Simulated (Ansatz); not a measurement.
# CNO− (SMILES N#C[O-]): single points off equilibrium

The task here is to estimate one member of a computed series from the others.

The runs use Ansatz 0.2.0, Gaussian basis; single points in def2-TZVPPD.

Cores are frozen in the correlated methods.

## Where the work starts

SMILES `N#C[O-]`, 3 atoms, charge -1, spin multiplicity 1.

Atoms are counted from 1 here; the program's logs count them from 0.

Bond lengths: N1–C2 1.199 Å, C2–O3 1.307 Å. Angles: N1–C2–O3 177.6°.

As a file:

```xyz
3
CNO
N     0.5610   -1.1086    0.1715
C     0.0386   -0.0445   -0.0061
O    -0.5519    1.1129   -0.1489
```

Set-up of the first run:

File run/in.yaml:

```yaml
crystal:
  periodic: [false, false, false]
  atoms:
    - {symbol: N, position_ang: [0.561000, -1.108600, 0.171500]}
    - {symbol: C, position_ang: [0.038600, -0.044500, -0.006100]}
    - {symbol: O, position_ang: [-0.551900, 1.112900, -0.148900]}
basis:
  gaussian: {orbitals: "def2-TZVPPD.json"}
total_charge: -1
correlation: {method: ccsd_t}
output: {forces: true}
```

The basis file named in the input lies beside it (Basis Set Exchange, JSON).

The command line of these runs was not kept.

Steps of the session up to this table: CCSD(T)/def2-TZVPPD; PBE0-D4/def2-TZVPPD; wB97M-V/def2-TZVPPD; r2SCAN-D4/def2-TZVPPD; PBE-D4/def2-TZVPPD; SPW92/def2-TZVPPD; wB97X-V/def2-TZVPPD.

One of the session's tables, all rows but one given; the rest of the session is left out.

```
   method  RMS force component (eV/Å)  angle to CCSD(T) forces (°)
  CCSD(T)                       1.633                    reference
  PBE0-D4                       1.934                         12.9
  wB97M-V                           ?                            ?
r2SCAN-D4                       1.846                          4.8
   PBE-D4                       1.686                          6.8
    SPW92                       1.933                          2.5
  wB97X-V                       1.801                         16.9
```

**Question.** Estimate the row for wB97M-V.

The run gave: RMS force component (eV/Å): 1.781; angle to CCSD(T) forces (°): 19.3. In the column «RMS force component (eV/Å)» it lies between PBE-D4 (1.686) and wB97X-V (1.801).
